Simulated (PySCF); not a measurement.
Species: C5H8O.
Numbering: `[CH3:1][C:2](=[O:3])[CH:4]1[CH2:5][CH2:6]1` (hydrogens: H7, H8, H9 on C1; H10 on C4; H11, H12 on C5; H13, H14 on C6)

Structure optimised with GFN2-xTB, isolated species.

What internal coordinates does the optimisation give?

| bond | length (Å) | order |
| --- | --- | --- |
| C1–C2 | 1.510 | single |
| C2=O3 | 1.208 | double |
| C2–C4 | 1.484 | single |
| C4–C5, C4–C6 | 1.513 | single |
| C5–C6 | 1.483 | single |
| C1–H7, C1–H8, C1–H9 | 1.088 | single |
| C4–H10 | 1.082 | single |
| C5–H11, C6–H13 | 1.080 | single |
| C5–H12, C6–H14 | 1.079 | single |

Bonds in one row agree within 0.01 Å and their mean is given. Orders are formal, as drawn. A selection of angles:
| angle | degrees |
| --- | --- |
| C2–C1–H7 | 109.6 |
| H7–C1–H8 | 109.6 |
| H7–C1–H9 | 108.1 |
| C1–C2–O3 | 122.9 |
| C1–C2–C4 | 114.4 |
| O3–C2–C4 | 122.7 |
| C2–C4–C5 | 117.6 |
| C2–C4–H10 | 115.5 |
| C5–C4–C6 | 58.7 |
| C5–C4–H10 | 117.8 |
| C4–C5–C6 | 60.7 |
| C4–C5–H11 | 116.3 |
| C4–C5–H12 | 117.6 |
| C6–C5–H11 | 117.8 |
| C6–C5–H12 | 119.2 |
| H11–C5–H12 | 114.7 |

Dihedral angles: C1–C2–C4–C5 -146° (anticlinal); C2–C4–C5–C6 -107° (anticlinal); C2–C4–C6–C5 107° (anticlinal).

Of the pairs four or more bonds apart, O3···H13 is among the closest relative to their van der Waals radii: 2.66 Å, 98 % of the sum of Bondi's values. The 3-membered ring C4–C5–C6 has internal angles of 58.7° to 60.7°. The C–C distances run from 1.483 Å (C5–C6, drawn single) to 1.513 Å (C4–C5, drawn single), a spread of 0.030 Å.

Point group: Cs (tolerance 0.08 Å). Stationary, but not proved a minimum. The numbers are those of one conformer.

These are computed values.
